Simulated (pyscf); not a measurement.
A first-order saddle from PySCF, ωB97X-D3(BJ)/def2-SVP:

```
B
O 1 1.2042
H 1 1.5949 2 159.34
F 3 1.1668 1 131.22 2 179.68
H 3 1.1111 4 61.55 1 -0.08
```
Charge 0, spin multiplicity 1.

Surface: singlet, charge 0. Lowest wavenumbers (cm⁻¹): 2592i, 219, 252, 494, 943.

Task: Which two sides does it connect, and which bonds change?

Result: HB=O + HF <-> HB=O + HF, a four-centre exchange read from left to right: B–H, F–H broken and B–H, F–H formed. At CCSD(T)/def2-TZVPP + ΔMP2(QZVPP) it lies +3.18 eV from the left side and +3.18 eV from the right (each side as separated species at their lowest minima found). The same reactants have a lower exit, to HO–BH–F (barrier +0.40 eV at ωB97M-D3(BJ), against +2.97 eV here). One saddle was located; it need not be the lowest between these sides. The CCSD(T) − MP2 part came from Ansatz, without density fitting, on the same reference.
